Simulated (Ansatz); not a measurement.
## Property card for SrNi₂As₂

Method: DFT PBEsol, scalar-relativistic, plane waves, PAW in Ansatz.

Cutoff 420 eV; k points 12×12×12 on the computed 5-atom cell (Γ-centred); Gaussian smearing, width 0.10 eV; no spin polarisation.

The structure is relaxed at this level of theory with its symmetry kept. Whether it is the stable form of this composition wasn't checked.

```cif
data_structure
_symmetry_space_group_name_H-M 'I4/mmm'
_symmetry_Int_Tables_number 139
_cell_length_a 4.1117
_cell_length_b 4.1117
_cell_length_c 10.1302
_cell_angle_alpha 90.000
_cell_angle_beta 90.000
_cell_angle_gamma 90.000
_cell_volume 171.26
loop_
_atom_site_label
_atom_site_type_symbol
_atom_site_symmetry_multiplicity
_atom_site_Wyckoff_symbol
_atom_site_fract_x
_atom_site_fract_y
_atom_site_fract_z
_atom_site_occupancy
Sr1 Sr 2 a 0.00000 0.00000 0.00000 1
Ni1 Ni 4 d 0.00000 0.50000 0.25000 1
As1 As 4 e 0.50000 0.50000 0.13798 1
```

Q: Formation energy from the elements' standard states (uncorrected)?

A: -0.704 eV/atom.

Q: Density of states at the Fermi level?

A: 2.47 states/eV per cell.

Q: Löwdin character within 0.5 eV of the Fermi level?

A: Ni 3d 51 %, As 4p 33 %, unprojected 10 %.

Q: Bulk modulus?

A: 70 GPa.

Q: Its pressure derivative?

A: 8.8.

Q: Bader charges (e)?

A: Sr (1 in the cell) 1.30, Ni (2 in the cell) -0.10, As (2 in the cell) -0.55.

A ferromagnetic start lost its moments in a first run, so spin was left out; other magnetic orders weren't tried.

Cost: 9 runs of about 27 core-minutes in all, on Intel Xeon 6975P-C (Granite Rapids) (shared hosts).